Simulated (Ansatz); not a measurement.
```yaml
crystal:
  periodic: [false, false, false]
  atoms:
    - {symbol: Ge, position_ang: [-0.261571, 0.048081, -0.001313]}
    - {symbol: B, position_ang: [1.576763, -0.484124, 0.006033]}
    - {symbol: H, position_ang: [-0.673727, 1.685878, 0.011724]}
    - {symbol: H, position_ang: [2.612427, 0.041633, 0.018155]}
basis:
  gaussian: {orbitals: def2-TZVP}
magnetization: {spin_polarized: true, initial_magnetization: 3}
hamiltonian: {xc: pbe0}
relax: {f_tol: 0.004, max_steps: 80}
```

```sh
$ ansatz run in.yaml --threads 1 --pin off --events-out ev --progress --plain --max-ram 2176MiB
```

Steps of the relaxation (energy above the last step; positions in Å, forces in eV/Å):

```
4
step 1, 148.5 meV
Ge   -0.262    0.048   -0.001   -0.988    1.685    0.010
B     1.577   -0.484    0.006    0.286   -1.001   -0.008
H    -0.674    1.686    0.012    0.067   -1.144   -0.011
H     2.612    0.042    0.018    0.635    0.460    0.009
```

```
4
step 2, 14.5 meV
Ge   -0.231    0.164    0.000   -0.488    0.161   -0.002
B     1.600   -0.522    0.006    0.108   -0.234   -0.002
H    -0.777    1.651    0.011    0.145   -0.093    0.000
H     2.662   -0.002    0.018    0.235    0.166    0.003
```

```
4
step 3, 3.0 meV
Ge   -0.258    0.153    0.000   -0.023   -0.013    0.000
B     1.598   -0.527    0.006    0.005   -0.081   -0.001
H    -0.746    1.648    0.011    0.025    0.026    0.000
H     2.659    0.018    0.018   -0.007    0.068    0.001
```

```
4
step 5, 0.0 meV
Ge   -0.262    0.138    0.000    0.006   -0.007    0.000
B     1.594   -0.549    0.006    0.007    0.009    0.000
H    -0.703    1.646    0.011   -0.001    0.005    0.000
H     2.625    0.056    0.018   -0.012   -0.007    0.000
```

```
4
step 6, 0.0 meV
Ge   -0.262    0.137    0.000    0.001    0.000    0.000
B     1.594   -0.549    0.006    0.001    0.001    0.000
H    -0.702    1.646    0.011    0.000    0.000    0.000
H     2.624    0.057    0.018   -0.001   -0.001    0.000
```

Close pairs at the end: B2–H4 1.195 Å, Ge1–H3 1.572 Å, Ge1–B2 1.979 Å.

A stationary point of unrestricted PBE0 after 6 steps, with ⟨S²⟩ = 3.754 against 3.75 for a pure state; no frequencies were run, so it isn't proven a minimum. 8 s on 1 thread of AMD EPYC 9R45, shared host.
